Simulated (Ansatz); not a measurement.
```yaml
crystal:
  periodic: [false, false, false]
  atoms:
    - {symbol: Hf, position_ang: [0.000000, 0.000000, 0.000000]}
    - {symbol: F, position_ang: [0.000000, 0.000000, 2.020000]}
basis:
  gaussian: {orbitals: def2-TZVP}
total_charge: 1
magnetization: {spin_polarized: true, initial_magnetization: 4}
hamiltonian: {xc: pbe0}
relax: {f_tol: 0.004, max_steps: 80}
```

```sh
$ ansatz run in.yaml --threads 1 --pin off --events-out ev --progress --plain --max-ram 2176MiB
```

Steps of the relaxation (energy above the last step; positions in Å, forces in eV/Å):

```
2
step 1, 728.6 meV
Hf    0.000    0.000    0.000    0.000    0.000   -4.171
F     0.000    0.000    2.020    0.000    0.000    4.171
```

```
2
step 2, 176.6 meV
Hf    0.000    0.000   -0.111    0.000    0.000   -1.294
F     0.000    0.000    2.131    0.000    0.000    1.294
```

```
2
step 3, 37.2 meV
Hf    0.000    0.000   -0.199    0.000    0.000   -0.409
F     0.000    0.000    2.219    0.000    0.000    0.409
```

```
2
step 6, 0.0 meV
Hf    0.000    0.000   -0.313    0.000    0.000    0.000
F     0.000    0.000    2.333    0.000    0.000    0.000
```

Close pairs at the end: Hf1–F2 2.647 Å.

A stationary point of unrestricted PBE0 after 6 steps, with ⟨S²⟩ = 6.003 against 6.00 for a pure state. 2.7 min on 1 thread of Intel Xeon Platinum 8259CL, shared host.
